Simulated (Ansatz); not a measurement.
# What a trial cell of CsAl₂ relaxes into

Method: DFT r2SCAN, scalar-relativistic, plane waves, PAW (Ansatz). Cutoff 500 eV, Γ-centred k mesh, Gaussian smearing, no spin polarisation in the final step.

The start puts CsAl₂ on the cubic Laves (C15) structure type (Fd-3m, No. 227), with Cs in place of Mg, Al in place of Cu, at a guessed volume.

```
Cs Al
1.0
     0.00000    4.23928    4.23928
     4.23928    0.00000    4.23928
     4.23928    4.23928    0.00000
Cs Al
2 4
Direct
  0.00000 0.00000 0.00000
  0.25000 0.25000 0.25000
  0.62500 0.62500 0.62500
  0.12500 0.62500 0.62500
  0.62500 0.62500 0.12500
  0.62500 0.12500 0.62500
```

Cell and atoms relax at zero pressure; the relaxation can't lower the symmetry of the start. After a coarse first stage the cell is made exact in the group found at 0.06 Å.

The zero of energy is the elements' standard structures at the same level; no fitted shifts are applied.

(1) What does it relax into?

(2) What are its volume, energy, density and gap?

## Answers

(1) It keeps Fd-3m (No. 227). The result has the cubic Laves (C15) structure. Conventional cell: a = 8.917 Å. Cs is coordinated by 12 Al at 3.70 Å and 4 Cs at 3.86 Å; around Al lie 6 Al at 3.15 Å and 6 Cs at 3.70 Å.

```
Cs Al
1.0
     0.00000    4.45833    4.45833
     4.45833    0.00000    4.45833
     4.45833    4.45833    0.00000
Cs Al
2 4
Direct
  0.00000 0.00000 0.00000
  0.25000 0.25000 0.25000
  0.62500 0.62500 0.62500
  0.12500 0.62500 0.62500
  0.62500 0.62500 0.12500
  0.62500 0.12500 0.62500
```

(2) The volume per atom is 29.54 Å³, the density is 3.50 g/cm³ and the energy over the elements is 0.42 eV/atom. The gap on the 8×8×8 mesh is 0 eV (a metal).

The final run used a 8×8×8 mesh on its 6-atom cell and 0.10 eV smearing. The k mesh leaves about 4 meV/atom of noise in metals. Symmetry constrained the relaxation, so the result can be a saddle point. The steps took about 50 core-seconds in all.

Cost: 3 runs of about 0.79 core-minutes in all, on Intel Xeon 6975P-C (Granite Rapids) (shared hosts).